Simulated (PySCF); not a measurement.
Gas-phase reaction: 2 CH2 + 2 SiH2 → ethylsilane + Si

Computed with PySCF (xtb for GFN2) and rigid-rotor harmonic-oscillator thermochemistry at 1 bar. † marks an energy on the PBE0/def2-TZVP geometry and frequencies; other levels use their own. MP2 and CCSD(T) freeze the core. Open shells (unrestricted): CH2 (multiplicity 3), Si (multiplicity 3, electronic degeneracy 9); the rest are closed-shell singlets. GFN2 has no spin-polarisation term. Spin-orbit splitting is ignored; it lowers the true energy and changes the entropy of Si. MP2 isn't extrapolated to the basis-set limit; its ΔH°(298 K) is -919.2 kJ in def2-SVP and -933.6 kJ in def2-TZVPP. CCSD(T) isn't extrapolated to the basis-set limit; its ΔH°(298 K) is -876.5 kJ in def2-SVP and -885.4 kJ in def2-TZVPP. The harmonic model lacks anharmonicity and excited electronic states, which grow with temperature; levels with a mode under 35 cm⁻¹ are left out. Internal rotation in ethylsilane is treated as a harmonic vibration of one conformer, which makes the entropy rough.

| level | ΔE electronic, kJ | ΔH°(298 K), kJ | ΔS°(298 K), J/K | ΔG°(600 K), kJ |
|---|---|---|---|---|
| CCSD(T)/def2-TZVPP† | -952 | -885 | -339 | -680 |
| GFN2-xTB | -1140 | -1074 | -335 | -870 |
| MP2/def2-SVP† | -986 | -919 | -339 | -714 |
| PBE/def2-SVP | -989 | -924 | -339 | -718 |
| PBE0/def2-SVP† | -987 | -920 | -339 | -714 |
| LDA/def2-TZVP† | -1104 | -1037 | -339 | -832 |
ΔH° is lowest at GFN2-xTB and highest at CCSD(T)/def2-TZVPP†. No reference value is set beside these.
